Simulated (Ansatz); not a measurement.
**Si2H4O: functionals against CCSD(T) at one geometry**

One table from this session's results is given with a row withheld; the runs are named, their logs left out.

Program: Ansatz 0.2.0, Gaussian basis. Level of theory: single points in def2-TZVPP. These are calculated values, not measurements.

Correlated methods freeze the cores.

## Starting geometry

SMILES `O[SiH]=[SiH2]`, 7 atoms, charge 0, spin multiplicity 1.

Atoms are counted from 1 here; the program's logs count them from 0.

Bond lengths: O1–Si2 1.451 Å, O1–H4 1.038 Å, Si2–Si3 2.136 Å, Si2–H5 1.335 Å, Si3–H6 1.642 Å, Si3–H7 1.496 Å. Angles: Si2–O1–H4 128.1°, O1–Si2–Si3 115.5°, O1–Si2–H5 104.3°, Si3–Si2–H5 120.1°, Si2–Si3–H6 120.1°, Si2–Si3–H7 121.0°, H6–Si3–H7 96.1°.

Geometry (Å):

```xyz
7
charge 0, multiplicity 1
O    -1.3426   -0.8329   -0.6850
Si   -0.4548    0.3104   -0.5914
Si    1.2325    0.0610    0.6952
H    -2.2916   -0.9423   -0.2780
H    -1.2743    1.3516   -0.4259
H     2.4076    1.2066    0.7446
H     2.1552   -1.1066    0.5389
```

The first run:

run/in.yaml

```yaml
crystal:
  periodic: [false, false, false]
  atoms:
    - {symbol: O, position_ang: [-1.342600, -0.832900, -0.685000]}
    - {symbol: Si, position_ang: [-0.454800, 0.310400, -0.591400]}
    - {symbol: Si, position_ang: [1.232500, 0.061000, 0.695200]}
    - {symbol: H, position_ang: [-2.291600, -0.942300, -0.278000]}
    - {symbol: H, position_ang: [-1.274300, 1.351600, -0.425900]}
    - {symbol: H, position_ang: [2.407600, 1.206600, 0.744600]}
    - {symbol: H, position_ang: [2.155200, -1.106600, 0.538900]}
basis:
  gaussian: {orbitals: def2-TZVPP}
correlation: {method: ccsd_t}
output: {forces: true}
```

The command line of these runs was not kept.

Among the steps run: CCSD(T)/def2-TZVPP; PBE0-D4/def2-TZVPP; wB97M-V/def2-TZVPP; r2SCAN-D4/def2-TZVPP; PBE-D4/def2-TZVPP; BLYP-D4/def2-TZVPP; HSE06-D4/def2-TZVPP.

One table of the session follows, with a row left open; its other results are not shown here.

```
   method  RMS force component (eV/Å)  angle to CCSD(T) forces (°)  dipole (D)
  CCSD(T)                       3.744                    reference        3.11
  PBE0-D4                       3.629                          2.0        3.17
  wB97M-V                       3.670                          2.0        3.32
r2SCAN-D4                       3.617                          1.6        3.17
   PBE-D4                       3.675                          3.4        3.08
  BLYP-D4                       3.691                          3.3        3.10
 HSE06-D4                           ?                            ?           ?
```

Estimate the missing values for HSE06-D4.

As computed: RMS force component (eV/Å): 3.630; angle to CCSD(T) forces (°): 1.9; dipole (D): 3.16. In the column «RMS force component (eV/Å)» it lies between PBE0-D4 (3.629) and wB97M-V (3.670).
